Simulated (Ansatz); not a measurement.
Input for Ansatz (development build ahead of 0.2.0):

```yaml
crystal:
  periodic: [false, false, false]
  atoms:
    - { symbol: H, position_ang: [0.0, 0.0, 0.0] }
    - { symbol: Cl, position_ang: [0.0, 1.2848, 0.0] }
    - { symbol: Cl, position_ang: [0.0, -1.2848, 0.0] }
basis:
  gaussian: { orbitals: pcseg-2 }
total_charge: 1
magnetization:
  initial_magnetization: 2
hamiltonian:
  xc: pbe
```

The input is written out in the form of the current development build from the run's settings.

Output:

| Property | Result |
| --- | --- |
| Converged | yes |
| Total energy | -920.13706 hartree |
| Spin squared of the determinant | 2.000 |
| Stability test | minimum among restricted orbitals |

Caution: other spin multiplicities may lie lower.
